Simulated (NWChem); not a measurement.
**Correlation energy of CH3O**

```
C
O 1 1.3603
H 2 0.9660 1 109.36
H 1 1.0920 2 113.76 3 175.90
H 1 1.0962 4 120.09 2 150.51
```
Charge 0, spin multiplicity 2.

Everything below was run with NWChem. The geometry was optimised at UB3LYP/def2-SVP, a minimum by its harmonic frequencies. It is one conformer; others weren't searched.

Basis set: cc-pVDZ. Each correlation energy counts from its own Hartree-Fock reference.

The correlated methods keep 2 core orbitals frozen. The structure started from a generated list of species. The stability of the SCF solutions was not checked. Open-shell Hartree-Fock references start from PBE0 orbitals. Coupled-cluster values serve here as a point of comparison, not as the truth.

Task: Order these methods by the correlation energy they give, lowest first: CCSD(T) on ROHF, SCS-UMP2, URI-MP2, CCSD on ROHF, CCSD[T] on UHF, CCSD on UHF.

Result: CCSD(T) on ROHF (-345.1 mHa), CCSD[T] on UHF (-341.3 mHa), CCSD on ROHF (-337.5 mHa), CCSD on UHF (-333.4 mHa), URI-MP2 (-309.7 mHa), SCS-UMP2 (-305.0 mHa)
